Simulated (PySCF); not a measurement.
**O: electron affinity**

O⁻ [He] 2s2 2p5 (2P) → O [He] 2s2 2p4 (3P), as a difference of total energies. All numbers are calculated (PySCF 2.14, the non-relativistic Hamiltonian (point nucleus), in dyall-av3z (15s9p3d2f, 71 functions)). Correlated levels: valence: 1s2 frozen; virtual orbitals above 40 to 60 times the deepest correlated orbital energy dropped. The calculations carry no spin-orbit coupling.

```json
{"method": "UHF", "electron affinity (eV)": "-0.574", "error (eV)": "-2.035"}
{"method": "MP2 (valence)", "electron affinity (eV)": "1.420", "error (eV)": "-0.041"}
{"method": "SCS-MP2 (valence)", "electron affinity (eV)": "1.386", "error (eV)": "-0.075"}
{"method": "CCSD (valence)", "electron affinity (eV)": "1.184", "error (eV)": "-0.277"}
{"method": "CCSD(T) (valence)", "electron affinity (eV)": "1.338", "error (eV)": "-0.123"}
```

Reference: 1.461 eV (measured; photodetachment measurements, as compiled on the Wikipedia data page of electron affinities).

Errors of the correlated levels include the incompleteness of this basis and the frozen core.

A negative affinity means that the anion lies above the atom at that level of theory.
